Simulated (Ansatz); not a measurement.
Results of B3LYP (VWN-RPA form) in Ansatz (plane waves, PAW) for diamond.

Settings: plane-wave cutoff 520 eV, 12×12×12 k mesh, finite displacements, scalar-relativistic PAW data made under PBE.

Computed at the level's own relaxed cell.

Q: Predict the TO(Γ) frequency.

A: 
- TO(Γ) frequency = 1339 cm⁻¹

Measured, for comparison: zone-centre TO phonon frequency 1333 cm⁻¹ (low temperature, zero-point motion not removed; as tabulated in Kunc et al. (2003), arXiv:cond-mat/0304692). Computed (rounded) less measured: zone-centre TO phonon frequency +0.5 %.

Ansatz is an electronic-structure program.
